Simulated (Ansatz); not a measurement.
**Redistribution: C3H6F2O + C2H4F2 → C2H3F3O + C3H7F**

Species: C3H6F2O `CC(F)OCF`, singlet; C2H4F2 (1,1-difluoroethane) `CC(F)F`, singlet; C2H3F3O `FCOC(F)F`, singlet; C3H7F `CC(C)F`, singlet. The partners trade CH3 for F; both sit on C, so the bond types are kept.

Shapes, held fixed at every level: PBE0-D4/def2-TZVP. Flexible molecules stand in one conformer, not always the lowest. Programs: Ansatz 0.2.0. The zero-point and thermal change to 298 K, harmonic and unscaled (PBE0-D4/def2-TZVP), is -0.1 kJ/mol.

Task: Estimate ΔH(298 K) of this reaction.

Result: The highest level, CCSD(T)/CBS estimate, gives ΔH(298 K) = +7.5 kJ/mol; the levels span +4.8 to +7.6. The column of differences is taken from that level and isn't an error. No measured value is set beside it here. The CBS estimate extrapolates MP2 from def2-TZVPP and def2-QZVPP and adds CCSD(T) − MP2 in the triple-zeta set, cores frozen.

```tsv
level	kind	ΔH(298 K) (kJ/mol)	less CCSD(T)/CBS estimate
HF/def2-TZVPP	Hartree–Fock	+5.3	-2.2
BHLYP-D4/def2-TZVPP	global hybrid	+7.2	-0.3
r2SCAN0-D4/def2-TZVPP	global hybrid	+5.5	-2.0
wB97X-V/def2-TZVPP	range-separated hybrid	+7.6	+0.1
MP2/def2-TZVPP	perturbation theory	+5.2	-2.3
CCSD(T)/def2-SVP	coupled cluster or CI	+4.8	-2.7
CCSD/def2-SVP	coupled cluster or CI	+4.9	-2.6
CCSD(T)/CBS estimate	coupled cluster or CI	+7.5	0.0
```
